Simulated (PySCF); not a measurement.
methane cation (CH4), SMILES C (connectivity only; charge and spin as stated), charge +1, multiplicity 2.

Geometry optimised at PBE-D3(BJ)/def2-TZVPD. The spin state was assumed, not searched.

Method: PBE-D3(BJ)/def2-TZVPD (PySCF).

Frequencies are harmonic and unscaled.

Modes within 1.5 cm⁻¹ of each other (mostly degenerate sets) share a row, with their intensities summed.

```
mode  ν (cm⁻¹)  IR (km/mol)  moving atoms (share of kinetic energy)
----  --------  -----------  --------------------------------------
1–2        430        581.8                          H 85 %, C 15 %
3         1013         80.1                          H 78 %, C 22 %
4         1246          0.0                                 H 100 %
5         1407          0.0                                 H 100 %
6         2636         83.2                                  H 97 %
7         2748          0.0                                 H 100 %
8–9       2838        609.8                          H 90 %, C 10 %
```
